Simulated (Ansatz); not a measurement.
# [AlH4]− (SMILES [AlH4-]): methods side by side

The species is [AlH4]− (5 atoms), meant as a singlet with charge -1. As SMILES, `[AlH4-]`. Geometry: a GFN2-xTB relaxation, a rough one for these elements and not checked as a minimum.

```xyz
5

Al    0.0000    0.0001   -0.0011
H     1.4435   -0.5043    0.5564
H    -1.1830   -0.6045    0.9391
H    -0.2038   -0.5171   -1.5307
H    -0.0567    1.6259    0.0362
```

Each level gives the energy change with the Al1–H2 bond stretched from 1.628 to 4.069 Å (eV). The values are calculated.

```tsv
level	kind	program	value (eV)	less FCI/3-21G	CPU time (all runs)
SVWN5/3-21G (restricted)	LDA	Ansatz	3.29	+0.30	1.2 s
revPBE/3-21G (restricted)	GGA	Ansatz	3.10	+0.11	1.8 s
r2SCAN/3-21G (restricted)	meta-GGA	Ansatz	3.40	+0.41	4.1 s
BHLYP/3-21G (restricted)	global hybrid	Ansatz	3.81	+0.82	1.8 s
CAM-B3LYP/3-21G (restricted)	range-separated hybrid	Ansatz	3.78	+0.79	2.2 s
RPA@PBE/3-21G (restricted)	RPA	Ansatz	2.82	-0.17	3.1 s
CCSD(T)/3-21G (restricted)	coupled cluster or CI	Ansatz	2.93	-0.06	0.33 s
FCI/3-21G	exact in the basis	Ansatz	2.99	0.00	24 s
```

FCI/3-21G is exact within its basis and frozen core, so for wave-function methods in that basis the difference is their error; functionals converge differently with the basis, so for them it is only a difference. Sets without diffuse functions describe the anion poorly. The first shape isn't each level's own minimum. The values span 2.82 to 3.81 eV. All rows use very small basis sets, so none should be taken for the real molecule's value. CPU times are rough (shared hosts, several kinds of processor): they show what a rung costs within a factor of a few.
